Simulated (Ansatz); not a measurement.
The first iterations of a band of BClH3N (6 atoms, charge 0, multiplicity 1).

These are results of Ansatz, RKS PBE0/6-31G*, not measurements.

```
movable images  : 4
climbing image  : no
spring          : 5.0 eV/Å²
optimiser       : quadratic models (default)
start path      : through a guess of the saddle point
force threshold : 0.05 eV/Å
iteration limit : 60
end points      : relaxed
```

Initial state:

```xyz
6
Properties=species:S:1:pos:R:3
B 0.451 0.030 0.096
N 0.701 -0.017 1.459
H -0.022 -0.126 2.155
H 1.635 0.057 1.833
H 1.335 0.158 -0.695
Cl -1.217 -0.101 -0.496
```

Final state:

```xyz
6
Properties=species:S:1:pos:R:3
B -0.276 0.703 -0.129
N 0.911 0.078 1.024
H 0.751 0.608 1.882
H 0.933 -0.925 1.251
H 1.825 0.368 0.675
Cl -1.261 -0.832 -0.350
```

| iteration | highest image above the first end (eV) | largest band force component (eV/Å) |
| --- | --- | --- |
| 1 | 12.725 | 27.401 |
| 2 | 7.230 | 8.248 |
| 3 | 5.546 | 3.774 |
| 4 | 4.589 | 2.657 |
| 5 | 4.642 | 1.779 |
| 6 | 5.184 | 1.356 |
| 7 | 5.901 | 5.417 |
| 8 | 5.472 | 5.924 |
| 9 | 5.038 | 3.469 |
| 10 | 5.451 | 8.432 |
| 11 | 4.633 | 1.845 |
| 12 | 4.433 | 1.175 |
| 13 | 4.517 | 0.758 |
| 14 | 4.999 | 0.933 |
| 15 | 4.781 | 0.319 |
| 16 | 4.820 | 0.266 |
| 17 | 4.842 | 0.310 |
| 18 | 4.830 | 0.291 |

Problem. Does the band converge within its limit, and where does its top end?

Solution. The run converged. It ended after 55 iterations with the highest image 4.126 eV above the first end. Neighbouring images differ by up to 3.9 eV, so the band resolves the path poorly. No image climbed, so the highest image needn't sit at the top of the path. The orbitals stay closed-shell, which can raise the energy where a bond breaks towards radicals; this wasn't checked here.

Time of the run: 9.8 min on 1 thread of Intel(R) Xeon(R) Platinum 8175M CPU @ 2.50GHz (Skylake/Cascade Lake), on a shared host, peak memory 0.12 GiB.
